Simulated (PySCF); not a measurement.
Does the answer move with the share of exact exchange?

C4H9Cl.
SMILES with atom numbers: `[CH3:1][CH2:2][CH2:3][CH2:4][Cl:5]` (hydrogens: H6, H7, H8 on C1; H9, H10 on C2; H11, H12 on C3; H13, H14 on C4)

Geometry (PBE0-D3(BJ)/def2-SVP, Å), atoms numbered from 1 in this order:
```
atom  x, y, z in Å
C1    -1.9581   -0.0762   -0.2994
C2    -0.4793   -0.0466   -0.6519
C3     0.4204    0.0404    0.5752
C4     1.8891    0.0694    0.2129
Cl5    2.9285    0.1799    1.6656
H6    -2.1983   -0.9412    0.3391
H7    -2.5870   -0.1414   -1.1997
H8    -2.2550    0.8309    0.2507
H9    -0.2188   -0.9485   -1.2336
H10   -0.2735    0.8101   -1.3177
H11    0.2330   -0.8170    1.2435
H12    0.1782    0.9447    1.1586
H13    2.1318    0.9363   -0.4185
H14    2.1902   -0.8406   -0.3259
```

PySCF, pcSseg-1 basis, density fitting, gas phase, PBE0-D3(BJ)/def2-SVP geometry. One functional is left out:

| functional | exact exchange (%) | HOMO energy (eV) | LUMO energy (eV) | dipole moment (D) |
| --- | --- | --- | --- | --- |
| B97-D | 0 | -6.88 | -0.03 | 2.253 |
| BLYP | 0 | -6.71 | -0.02 | 2.180 |
| BP86 | 0 | -6.98 | -0.21 | 2.259 |
| LDA | 0 | -6.97 | -0.36 | 2.272 |
| OPBE | 0 | -6.88 | 0.03 | 2.257 |
| PBE | 0 | -6.87 | -0.13 | 2.222 |
| B97-2 | 21 | -8.06 | 0.86 | 2.325 |
| PBE0 | 25 | -8.32 | 0.90 | 2.326 |
| mPW1PW91 | 25 | -8.35 | 0.91 | 2.335 |
| BHandHLYP | 50 | -9.60 | 1.78 | 2.376 |

Task: Predict the row of B3LYP (20 % exact exchange) by straight lines through the other rows, and check it.

Result: 
```
         property   line  computed  computed − line  B97-2 (21 %), for comparison
 HOMO energy (eV)  -8.00     -8.04            -0.04                         -8.06
 LUMO energy (eV)   0.68      0.62            -0.06                          0.86
dipole moment (D)  2.304     2.271           -0.033                         2.325
```

Task: Which of these properties follows the share of exact exchange most closely, and which least?

Result: Most closely the HOMO energy, least the dipole moment; the correlations over the tabulated rows are HOMO energy -0.997, LUMO energy 0.984, dipole moment 0.886. The HOMO energy moves by -0.554 eV for every 10 %. Functionals with the same share still differ in their other parts: at 0 % BLYP and BP86 differ by 0.27 eV in it.
